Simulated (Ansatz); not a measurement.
# HF with SiH3F: superposition error and deformation, part 3 of 3

Ansatz 0.2.0, Gaussian basis.

## Step 25: B97M-V/def2-TZVPPD

The inputs:

free-a/in.yaml

```yaml
crystal:
  periodic: [false, false, false]
  atoms:
    - {symbol: F, position_ang: [0.746583, 0.165665, -2.693753]}
    - {symbol: H, position_ang: [0.821760, -0.220253, -1.861972]}
basis:
  gaussian: {orbitals: "def2-TZVPPD.json"}
hamiltonian: {xc: {name: B97M-V}}
```

free-b/in.yaml

```yaml
crystal:
  periodic: [false, false, false]
  atoms:
    - {symbol: Si, position_ang: [-0.338298, 0.027999, 0.938157]}
    - {symbol: F, position_ang: [0.638000, -0.649791, -0.132854]}
    - {symbol: H, position_ang: [-1.732569, -0.125904, 0.460737]}
    - {symbol: H, position_ang: [0.018229, 1.461714, 1.051980]}
    - {symbol: H, position_ang: [-0.153706, -0.659530, 2.237706]}
basis:
  gaussian: {orbitals: "def2-TZVPPD.json"}
hamiltonian: {xc: {name: B97M-V}}
```

The same command starts each run, in its folder.

On the command line:

```
> ansatz run in.yaml --threads 2 --pin off --events-out ev --progress --plain --max-ram 5222MiB
```

free-a printed, cut to the lines that bear on the results:

```text
Functional definition: B97M-V
  name "B97M-V"
  cite "Mardirossian & Head-Gordon, J. Chem. Phys. 142, 074111 (2015) doi:10.1063/1.4907719"
  cite "Becke, J. Chem. Phys. 107, 8554 (1997) doi:10.1063/1.475007"
  cite "Vydrov & Van Voorhis, J. Chem. Phys. 133, 244103 (2010) doi:10.1063/1.3521275"
  # Of w^i u^j: cxij and so on, Table III.
[...]
  gx(w, u) = cx00 + cx01*u + cx02*u^2 + (cx10 + cx11*u)*w
[...]
  gos(w, u) = cos00 + cos01*u + cos03*u^3 + cos10*w + cos32*w^3*u^2
[...]
      + integral(e_c_pw_mod_opposite_spin*gos(b97_w_opposite, b97_u_opposite)) + vv10(b, c)
256 factors; their error is unknown
[...]
mean field -2733.45888388 eV, -100.4527611778 hartree, gradient 4.3e-5 eV, S^2 0.000000; 0 other end points of the search recorded, 0 dependent functions left out
reference -2733.45893859 eV, -100.4527631882 hartree; 5, 5 occupied and 52, 52 virtual orbitals, 256 factors
Total energy: -2733.45893859 eV, -100.4527631882 hartree
```

free-b printed, cut to the lines that bear on the results:

```text
[... 5 set-up lines as earlier in the session ...]
  # Of w^i u^j: cxij and so on, Table III.
[...]
  gx(w, u) = cx00 + cx01*u + cx02*u^2 + (cx10 + cx11*u)*w
[...]
  gos(w, u) = cos00 + cos01*u + cos03*u^3 + cos10*w + cos32*w^3*u^2
[...]
      + integral(e_c_pw_mod_opposite_spin*gos(b97_w_opposite, b97_u_opposite)) + vv10(b, c)
679 factors; their error is unknown
[...]
mean field -10643.22186766 eV, -391.1311894015 hartree, gradient 7.0e-5 eV, S^2 0.000000; 0 other end points of the search recorded, 0 dependent functions left out
reference -10643.22192975 eV, -391.1311916835 hartree; 13, 13 occupied and 126, 126 virtual orbitals, 679 factors
Total energy: -10643.22192975 eV, -391.1311916835 hartree
```

They took 0.25 s (free-a), 1.5 s (free-b) on 2 threads of AMD EPYC 9R45, shared host.

## Step 26: HSE06-D4/def2-TZVPPD

The same edit goes into each in.yaml of step 25 (free-a, free-b):

```diff
-hamiltonian: {xc: {name: B97M-V}}
+hamiltonian: {xc: hse06, dispersion: d4}
```

One command serves all of them, each in its own folder.

On the command line:

```
> ansatz run in.yaml --threads 2 --pin off --events-out ev --progress --plain --max-ram 5222MiB
```

Log of free-a, cut to the lines that bear on the results:

```text
[... 6 set-up lines as earlier in the session ...]
[...]
256 factors; their error is unknown
24 factors; integrals over basis functions are off by at most 5.9e-5 eV
[...]
mean field -2731.81029550 eV, -100.3921766723 hartree, gradient 4.2e-5 eV, S^2 0.000000; 0 other end points of the search recorded, 0 dependent functions left out
reference -2731.81033288 eV, -100.3921780456 hartree; 5, 5 occupied and 52, 52 virtual orbitals, 256 factors
Total energy: -2731.81169023 eV, -100.3922279274 hartree
```

Output in free-b, cut to the lines that bear on the results:

```text
[... 6 set-up lines as earlier in the session ...]
[...]
696 factors; their error is unknown
66 factors; integrals over basis functions are off by at most 3.4e-6 eV
[...]
mean field -10639.88692157 eV, -391.0086323933 hartree, gradient 8.7e-5 eV, S^2 0.000000; 0 other end points of the search recorded, 0 dependent functions left out
reference -10639.88696396 eV, -391.0086339510 hartree; 13, 13 occupied and 126, 126 virtual orbitals, 696 factors
Total energy: -10639.92232841 eV, -391.0099335708 hartree
```

Wall times: 0.15 s (free-a), 0.65 s (free-b) on 2 threads of AMD EPYC 9R45, shared host.

## Step 27: CCSD(T)/def2-TZVPPD

The same edit goes into each in.yaml of step 26 (free-a, free-b):

```diff
-hamiltonian: {xc: hse06, dispersion: d4}
+correlation: {method: ccsd_t}
```

The same command starts each run, in its folder.

On the command line:

```
> ansatz run in.yaml --threads 2 --pin off --events-out ev --progress --plain --max-ram 5222MiB
```

free-a printed, cut to the lines that bear on the results:

```text
[... 4 set-up lines as earlier in the session ...]
[...]
352 factors; integrals over basis functions are off by at most 1.1e-3 eV
[...]
mean field -2722.94002831 eV, -100.0662003655 hartree, gradient 1.6e-6 eV, S^2 0.000000; 0 other end points of the search recorded, 0 dependent functions left out
1 core orbitals not correlated: weight in the atoms' cores, before any rotation towards them, 1.000 or more for the frozen orbitals, at most 0.000 for the correlated occupied ones
reference -2722.94002831 eV, -100.0662003655 hartree; 4, 4 occupied and 52, 52 virtual orbitals, 352 factors
second order -7.43403577 eV of doubles, -0.00000000 eV of singles
cycle   1  -7.34229457 eV  change    9.2e-2 eV  update   4.7e-2
[...]
cycle   9  -7.48863894 eV  change    1.9e-6 eV  update   1.5e-6
perturbative correction -0.18478341 eV, -0.0067906651 hartree
Total energy: -2730.61345066 eV, -100.3481934355 hartree
```

free-b printed, cut to the lines that bear on the results:

```text
[... 4 set-up lines as earlier in the session ...]
[...]
796 factors; integrals over basis functions are off by at most 1.3e-3 eV
[...]
mean field -10618.77262554 eV, -390.2326963259 hartree, gradient 1.6e-6 eV, S^2 0.000000; 0 other end points of the search recorded, 0 dependent functions left out
6 core orbitals not correlated: weight in the atoms' cores, before any rotation towards them, 1.000 or more for the frozen orbitals, at most 0.000 for the correlated occupied ones
reference -10618.77262554 eV, -390.2326963259 hartree; 7, 7 occupied and 126, 126 virtual orbitals, 796 factors
second order -10.47651344 eV of doubles, -0.00000000 eV of singles
cycle   1  -10.73964349 eV  change   -2.6e-1 eV  update   7.2e-2
[...]
cycle   9  -11.06913313 eV  change   -3.5e-6 eV  update   6.5e-6
perturbative correction -0.29295057 eV, -0.0107657348 hartree
Total energy: -10630.13470924 eV, -390.6502452005 hartree
```

Times: 0.25 s (free-a), 2 s (free-b) on 2 threads of AMD EPYC 9R45, shared host; peak memory 0.57 GiB.

## Step 28: The split

```csv
method,interaction with counterpoise (kJ/mol),without,superposition error,deformation,binding energy
PBE-D4,-19.49,-19.76,0.27,-0.49,-19.98
revPBE-D4,-15.43,-15.70,0.26,-0.72,-16.16
BLYP-D4,-18.40,-18.69,0.30,-0.94,-19.34
r2SCAN-D4,-20.51,-20.78,0.27,0.80,-19.71
B97M-V,-19.16,-19.38,0.21,1.59,-17.57
PBE0-D4,-20.28,-20.53,0.25,0.95,-19.33
B3LYP-D4,-20.41,-20.68,0.27,0.33,-20.08
HSE06-D4,-20.22,-20.46,0.24,0.96,-19.26
wB97X-V,-19.51,-19.75,0.24,0.52,-18.99
wB97M-V,-19.33,-19.57,0.24,0.43,-18.90
B2PLYP,-18.30,-19.15,0.85,0.51,-17.79
Hartree-Fock,-16.06,-16.30,0.24,3.15,-12.91
MP2,-17.30,-19.58,2.28,0.56,-16.74
CCSD,-17.53,-19.73,2.20,1.12,-16.42
CCSD(T),-17.98,-20.37,2.40,0.78,-17.20
```

## Step 29: What came out

This closing draws on all 3 parts.

```
            quantity          value
interaction, CCSD(T)  -17.98 kJ/mol
 superposition error    2.40 kJ/mol
         deformation    0.78 kJ/mol
      binding energy  -17.20 kJ/mol
```

In words: In this basis the superposition error is 2.40 kJ/mol for CCSD(T) and 0.26 kJ/mol on average for the plain functionals: correlated methods borrow far more, since they need many more functions to converge. Deformation takes back 4 % of the interaction. The free shapes are PBE0-D4 minima, so other methods can show a small negative deformation energy.
